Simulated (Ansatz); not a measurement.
Cs (bcc, W type): values from a third-order Birch-Murnaghan fit to a volume scan beside measured ones. Computed values: PBE (plane waves to 420 eV, PAW, scalar-relativistic; Ansatz, an electronic-structure program). Cs was relaxed with its symmetry unable to fall. The PAW data are Ansatz's earlier set.

| quantity | reference | kind | PBE | difference |
|---|---|---|---|---|
| Lattice constant a (Å) | 6.039 | measured, corrected to the static lattice | 6.156 | +1.9 % |
| Bulk modulus B₀ (GPa) | 2.11 | measured, corrected to the static lattice | 2.0 | -6.9 % |

PBE overestimates the lattice constant a by 1.9 %. For the bulk modulus B₀ it lies within 11.1 % of the reference.

References as given in: Gábor I. Csonka, John P. Perdew, Adrienn Ruzsinszky et al., Physical Review B (2009), arXiv:0903.4037; H. Levämäki, M. P. J. Punkkinen, K. Kokko et al., Physical Review B (2014), arXiv:1402.3671.

(A scan under strain: stresses follow from slopes of the energy per volume, elastic moduli from its curvatures.)
